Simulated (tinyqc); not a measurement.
Pariser-Parr-Pople SCF with singles CI, for the molecule ClC1=CC=C1 (SMILES; centres numbered as the heavy atoms are written), step by step. One step of it, computed by the program tinyqc.

Question. Iteration 2: orbitals and new P. Diagonalise F (the basis is taken as orthonormal) and form P = 2 sum c c over the lowest orbitals; 0.5 of the old P is kept.

F (eV):
```
            1Cl         2C         3C         4C         5C
1Cl  -14.716042  -3.353422   0.082715   0.674120   0.082715
2C    -3.353422  -5.545775  -3.571284  -0.509481  -3.571284
3C     0.082715  -3.571284  -5.054656  -3.844983   1.133173
4C     0.674120  -0.509481  -3.844983  -4.205218  -3.844983
5C     0.082715  -3.571284   1.133173  -3.844983  -5.054656
```

pi electrons, sum of z_r less the charge = 6

P after iteration 1:
```
           1Cl        2C         3C         4C         5C
1Cl   1.418838  0.635216  -0.043431  -0.428217  -0.043431
2C    0.635216  0.830003   0.441982   0.231661   0.441982
3C   -0.043431  0.441982   1.484745   0.544387  -0.515255
4C   -0.428217  0.231661   0.544387   0.781669   0.544387
5C   -0.043431  0.441982  -0.515255   0.544387   1.484745
```

Give: orbital energies; P after iteration 2.

Answer.

orbital energies (eV): -16.0357  -11.6378  -6.1878  -3.6470  2.9320

P after iteration 2:
```
         1Cl      2C       3C       4C       5C
1Cl   1.6402  0.5263  -0.0618  -0.3471  -0.0618
2C    0.5263  0.7297   0.4598   0.3568   0.4598
3C   -0.0618  0.4598   1.4733   0.5284  -0.5267
4C   -0.3471  0.3568   0.5284   0.6836   0.5284
5C   -0.0618  0.4598  -0.5267   0.5284   1.4733
```
